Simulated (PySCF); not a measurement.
One ligand Y is varied and pulled off as a radical: Zn(OH)1–Y. Gas-phase values, no solvent. One relaxed conformer stands for each flexible species; it need not be the lowest. Multiplicities are imposed; where one is given, others were not computed. Strings in code marks are SMILES.

Quantity: electronic energy of homolysis of the metal–ligand bond (relaxed doublet parts, no counterpoise, zero-point or spin–orbit term), in kJ/mol. HF references are unrestricted for open shells and restricted for singlets.

Level 1: PBE/6-31G* (LANL2DZ on Zn) // PBE-D3(BJ)/def2-SVP (PySCF)
Level 2: frozen-core MP2/6-31G* (LANL2DZ on Zn) // PBE-D3(BJ)/def2-SVP (PySCF)
Level 3: HF/3-21G // PBE-D3(BJ)/def2-SVP (PySCF)
Level 4: HF/6-31G* (LANL2DZ on Zn) // PBE-D3(BJ)/def2-SVP (PySCF)

| species | level 1 | level 2 | level 3 | level 4 |
|---|---|---|---|---|
| Cl: [Zn(OH)(Cl)] | 396.5 | 391.3 | 342.8 | 308.4 |
| NH2: [Zn(OH)(NH2)] | 311.4 | [?] | 304.9 | 195.9 |
| OH: [Zn(OH)2] | [?] | 406.4 | 323.1 | [?] |
| F: [Zn(OH)(F)] | 492.4 | 505.0 | [?] | 324.3 |

Q: Fill in the missing entries.

A: 
- NH2: [Zn(OH)(NH2)], level 2: 334.0
- OH: [Zn(OH)2], level 1: 383.8
- OH: [Zn(OH)2], level 4: 238.8
- F: [Zn(OH)(F)], level 3: 373.0
